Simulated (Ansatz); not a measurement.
# Other spins and charges of CP, doublet at one geometry

Geometry (PBE0/def2-TZVP stationary point for this spin):

| atom | x (Å) | y (Å) | z (Å) |
| --- | --- | --- | --- |
| C | 0.0000 | 0.0000 | 0.0000 |
| P | 0.0000 | 0.0000 | 1.5497 |

Basis 6-31G; Ansatz 0.2.0. Only valence electrons are correlated (noble-gas cores frozen). R marks a restricted (for open shells ROHF) determinant, U an unrestricted one. Active spaces: valence = (9e, 8o) chosen from the atoms' valence shells.

Gaps are energies of the second state less the first, at fixed atoms, for a selection of the levels run; each method lands on the state that its own search finds for that charge and spin.

Unrestricted rows (U, and Kohn–Sham where it breaks symmetry) aren't spin-pure: their determinants' ⟨S²⟩ exceeds S(S+1) by up to 0.92, so they mix in states of higher spin, at the starting point too. For open shells CISD and CISDTQ are restricted-active-space CI with the open shells as a complete middle space. The determinant of the CP quartet fills πx and πy unequally, so it is a mixture of Σ and Δ, which weighs on every level built on one determinant. A value is left out where its run failed or describes another state than the reference as far as symmetry and spin tell, or, spin-broken singlets apart, can't be checked.

Q: PBE gives 3.796 eV for quartet less doublet. Estimate what full CI gives in 6-31G.

A: Full CI in 6-31G gives 3.272 eV, so against it PBE is off by 0.524 eV, of which a good part can be the reference's own basis and frozen-core error.

By full CI's occupations no single determinant describes the quartet well.

| level | gap (eV) | error (meV) | ⟨S²⟩ where 0.1 over S(S+1) (first / second) |
| --- | --- | --- | --- |
| RHF | 2.128 | -1144 | – / – |
| UHF | 2.741 | -531 | 1.67 / 4.11 |
| RMP2 | 4.101 | 829 | – / – |
| UMP2 | 3.259 | -13 | 1.67 / 4.11 |
| CISD | 3.164 | -108 | – / – |
| RCCSD | 3.440 | 168 | – / – |
| UCCSD | 3.450 | 178 | 1.67 / 4.11 |
| RCCSD(T) | 3.384 | 112 | – / – |
| UCCSD(T) | 3.339 | 67 | 1.67 / 4.11 |
| BCCD(T) | 3.388 | 116 | – / – |
| RCCSDT* | 3.242 | -30 | – / – |
| UCCSDT* | 3.235 | -37 | 1.67 / 4.11 |
| CISDTQ | 3.239 | -33 | – / – |
| RCCSDT(Q)* | 3.252 | -20 | – / – |
| UCCSDT(Q)* | 3.235 | -37 | 1.67 / 4.11 |
| RCCSDTQ* | 3.266 | -6 | – / – |
| UCCSDTQ* | 3.266 | -6 | 1.67 / 4.11 |
| CASSCF (valence space) | 3.417 | 145 | – / – |
| NEVPT2 (valence space) | 3.303 | 31 | – / – |
| MRCISD (valence space) | 3.286 | 14 | – / – |
| MRCISD+Q (valence space) | 3.279 | 7 | – / – |
| r2SCAN | 3.571 | 299 | – / – |
| PBE0 | 3.496 | 224 | – / – |
| B3LYP | 3.645 | 373 | – / – |
| RPA-PBE | 3.809 | 537 | – / – |

An asterisk marks runs whose energy the program itself flagged as in doubt.

Removing an electron, to the singlet: 10.896 eV at full CI (doublet A1, singlet ion A1, in C2v).

Large singles or doubles amplitudes warn of static correlation in the CP⁺ singlet.

```json
{"level": "RHF", "gap (eV)": "12.212", "error (meV)": "1316"}
{"level": "RMP2", "gap (eV)": "11.334", "error (meV)": "438"}
{"level": "BCCD(T)*", "gap (eV)": "10.887", "error (meV)": "-9"}
{"level": "RCCSDT", "gap (eV)": "10.918", "error (meV)": "22"}
{"level": "CISDTQ", "gap (eV)": "10.986", "error (meV)": "90"}
{"level": "RCCSDT(Q)", "gap (eV)": "10.873", "error (meV)": "-23"}
{"level": "RCCSDTQ", "gap (eV)": "10.902", "error (meV)": "6"}
{"level": "CASSCF (valence space)", "gap (eV)": "10.477", "error (meV)": "-419"}
{"level": "NEVPT2 (valence space)", "gap (eV)": "10.768", "error (meV)": "-128"}
{"level": "MRCISD+Q (valence space)", "gap (eV)": "10.890", "error (meV)": "-6"}
```

Removing an electron, to the triplet: 10.710 eV at full CI (doublet A1, triplet ion B2, in C2v).

Large singles or doubles amplitudes warn of static correlation in the CP⁺ triplet.

```json
{"level": "RHF", "gap (eV)": "9.707", "error (meV)": "-1003", "⟨S²⟩ where 0.1 over S(S+1) (first / second)": "– / –"}
{"level": "UHF", "gap (eV)": "10.149", "error (meV)": "-561", "⟨S²⟩ where 0.1 over S(S+1) (first / second)": "1.67 / 2.43"}
{"level": "RMP2", "gap (eV)": "11.030", "error (meV)": "320", "⟨S²⟩ where 0.1 over S(S+1) (first / second)": "– / –"}
{"level": "UMP2", "gap (eV)": "10.378", "error (meV)": "-332", "⟨S²⟩ where 0.1 over S(S+1) (first / second)": "1.67 / 2.43"}
{"level": "CISD", "gap (eV)": "10.440", "error (meV)": "-270", "⟨S²⟩ where 0.1 over S(S+1) (first / second)": "– / –"}
{"level": "RCCSD", "gap (eV)": "10.632", "error (meV)": "-78", "⟨S²⟩ where 0.1 over S(S+1) (first / second)": "– / –"}
{"level": "UCCSD", "gap (eV)": "10.651", "error (meV)": "-59", "⟨S²⟩ where 0.1 over S(S+1) (first / second)": "1.67 / 2.43"}
{"level": "RCCSD(T)", "gap (eV)": "10.705", "error (meV)": "-5", "⟨S²⟩ where 0.1 over S(S+1) (first / second)": "– / –"}
{"level": "UCCSD(T)", "gap (eV)": "10.682", "error (meV)": "-28", "⟨S²⟩ where 0.1 over S(S+1) (first / second)": "1.67 / 2.43"}
{"level": "BCCD(T)", "gap (eV)": "10.710", "error (meV)": "0", "⟨S²⟩ where 0.1 over S(S+1) (first / second)": "– / –"}
{"level": "RCCSDT", "gap (eV)": "10.695", "error (meV)": "-15", "⟨S²⟩ where 0.1 over S(S+1) (first / second)": "– / –"}
{"level": "UCCSDT", "gap (eV)": "10.693", "error (meV)": "-17", "⟨S²⟩ where 0.1 over S(S+1) (first / second)": "1.67 / 2.43"}
{"level": "CISDTQ", "gap (eV)": "10.679", "error (meV)": "-31", "⟨S²⟩ where 0.1 over S(S+1) (first / second)": "– / –"}
{"level": "RCCSDT(Q)", "gap (eV)": "10.714", "error (meV)": "4", "⟨S²⟩ where 0.1 over S(S+1) (first / second)": "– / –"}
{"level": "UCCSDT(Q)", "gap (eV)": "10.705", "error (meV)": "-5", "⟨S²⟩ where 0.1 over S(S+1) (first / second)": "1.67 / 2.43"}
{"level": "RCCSDTQ", "gap (eV)": "10.707", "error (meV)": "-3", "⟨S²⟩ where 0.1 over S(S+1) (first / second)": "– / –"}
{"level": "UCCSDTQ", "gap (eV)": "10.708", "error (meV)": "-2", "⟨S²⟩ where 0.1 over S(S+1) (first / second)": "1.67 / 2.43"}
{"level": "CASSCF (valence space)", "gap (eV)": "10.382", "error (meV)": "-328", "⟨S²⟩ where 0.1 over S(S+1) (first / second)": "– / –"}
{"level": "NEVPT2 (valence space)", "gap (eV)": "10.610", "error (meV)": "-100", "⟨S²⟩ where 0.1 over S(S+1) (first / second)": "– / –"}
{"level": "MRCISD (valence space)", "gap (eV)": "10.692", "error (meV)": "-18", "⟨S²⟩ where 0.1 over S(S+1) (first / second)": "– / –"}
{"level": "MRCISD+Q (valence space)", "gap (eV)": "10.706", "error (meV)": "-4", "⟨S²⟩ where 0.1 over S(S+1) (first / second)": "– / –"}
{"level": "PBE", "gap (eV)": "11.259", "error (meV)": "549", "⟨S²⟩ where 0.1 over S(S+1) (first / second)": "– / –"}
{"level": "r2SCAN", "gap (eV)": "11.251", "error (meV)": "541", "⟨S²⟩ where 0.1 over S(S+1) (first / second)": "– / –"}
{"level": "PBE0", "gap (eV)": "11.194", "error (meV)": "484", "⟨S²⟩ where 0.1 over S(S+1) (first / second)": "– / –"}
{"level": "B3LYP", "gap (eV)": "11.203", "error (meV)": "493", "⟨S²⟩ where 0.1 over S(S+1) (first / second)": "– / –"}
{"level": "wB97M-V", "gap (eV)": "11.049", "error (meV)": "339", "⟨S²⟩ where 0.1 over S(S+1) (first / second)": "– / –"}
{"level": "B2PLYP", "gap (eV)": "11.021", "error (meV)": "311", "⟨S²⟩ where 0.1 over S(S+1) (first / second)": "0.99 / 2.11"}
{"level": "PBE-QIDH", "gap (eV)": "11.000", "error (meV)": "290", "⟨S²⟩ where 0.1 over S(S+1) (first / second)": "1.23 / 2.22"}
{"level": "RPA-PBE", "gap (eV)": "10.613", "error (meV)": "-97", "⟨S²⟩ where 0.1 over S(S+1) (first / second)": "– / –"}
```

In so small a basis the reference is far from its limit while semilocal and hybrid functionals are nearer theirs (RPA and double hybrids share part of the reference's basis error), so the functionals' errors here hold much of the reference's basis and frozen-core error, which can add to them or hide them. The set has no polarisation functions, which weighs most on the reference.

Full CI is exact within this basis and frozen core; it isn't the basis-set limit. The frozen core follows each run's orbitals, which can shift R against U totals by a few meV.
